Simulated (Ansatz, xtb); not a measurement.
Relative energy of two isomers of CH2P2

We compare a, `P#CP`, a singlet, with b, `C1=PP1`, a singlet. Both are isolated molecules in the gas phase, relaxed with PBE0-D3(BJ)/def2-SVP.

a (Å):

```yaml
atoms:
  - { symbol: C, position_ang: [-0.8779, 0.2480, -0.1240] }
  - { symbol: P, position_ang: [-2.2482, 0.5674, -0.7791] }
  - { symbol: P, position_ang: [0.5814, -0.2059, 0.7723] }
  - { symbol: H, position_ang: [1.3153, -0.7575, -0.3228] }
  - { symbol: H, position_ang: [1.2408, 1.0608, 0.7192] }
```

b (Å):

```xyz
5

C    -0.9795    0.1391    0.8147
P    -1.0255    1.5438    1.6733
P    -0.4444    1.3080   -0.4868
H    -1.1789   -0.9309    0.9013
H     0.9846    1.1661   -0.3412
```

Task: Estimate which is lower in electronic energy at CCSD(T)/def2-TZVPP, and by roughly how much.

Result: Too close to call at this level: CCSD(T)/def2-TZVPP gives E(b) − E(a) = −0.02 kcal/mol.

Level by level:

| level | geometry | E(b) − E(a) (kcal/mol) | departure from the last row (kcal/mol) | job, with rough time for the two |
| --- | --- | --- | --- | --- |
| GFN2-xTB | GFN2-xTB | −7.44 | −7.42 | optimisation, 0.1 s |
| HF/STO-3G | GFN2-xTB | +6.99 | +7.01 | single point, 0.18 s |
| r2SCAN-D4/def2-SVP | GFN2-xTB | −1.32 | −1.30 | single point, 2.5 s |
| PBE0-D3(BJ)/def2-SVP | PBE0-D3(BJ)/def2-SVP | −4.01 | −3.99 | optimisation, 18 s |
| HF/def2-TZVPP | PBE0-D3(BJ)/def2-SVP | +2.91 | +2.93 | part of the CCSD(T) run |
| MP2/def2-TZVPP | PBE0-D3(BJ)/def2-SVP | +0.74 | +0.76 | part of the CCSD(T) run |
| CCSD(T)/def2-TZVPP | PBE0-D3(BJ)/def2-SVP | −0.02 |  | single point, 34 s |

As drawn, b has 1 C=P, 1 P–P, 1 C–H in place of 1 C≡P, 1 P–H. Structure a has no ring, b a 3-membered ring.

The largest departure from CCSD(T)/def2-TZVPP is that of GFN2-xTB, 7.42 kcal/mol.

With harmonic frequencies from PBE0-D3(BJ)/def2-SVP (ideal gas, rigid rotor, one conformer each, 298.15 K, 1 atm): the zero-point term adds +1.39 kcal/mol; ΔH is +1.00 and ΔG +1.54 kcal/mol.

The correlated steps freeze 11 core orbitals. Mirror images aren't counted in ΔG. Programs: Ansatz 0.2.0, xtb 6.7.1; the last row on 1 thread of Arm Neoverse V2 on a shared host.
